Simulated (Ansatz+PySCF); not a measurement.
The numbers below are computed, except where a source is named.
Several solutions for triplet H2O2 in separate pieces

```
atom    x (Å)    y (Å)    z (Å)
   O   0.0000   0.0000  -0.1085
   H   0.0000   0.0000   0.8679
   O  29.9518  -0.0257   0.0937
   H  30.3857   0.2054  -0.7499
```

Basis set: cc-pVDZ (spherical functions). Charge 0, multiplicity 3.

ωB97X (unrestricted) was run from several starts with Ansatz (development build ahead of 0.2.0) and PySCF 2.14.0.

| run | program | start | converged | energy (hartree) | <S²> |
| --- | --- | --- | --- | --- | --- |
| A | Ansatz | atomic start, no search | yes | -151.42283 | 2.00 |
| B | Ansatz | stability test followed | yes | -151.42283 | 2.00 |
| C | PySCF | guess minao, instabilities followed | yes | -151.42284 | 2.00 |
| D | Ansatz | search for the lowest state | yes | -151.42283 | 2.00 |
| E | Ansatz | stability test followed | yes | -151.42284 | – |
| F | PySCF | program defaults | no | – | – |

Question: Which runs reached the lowest solution of this kind, and what is wrong with the others?

Answer: A, B, C, D, E reached the lowest solution found. Not converged: F. Caution: charge can spread falsely over distant fragments.
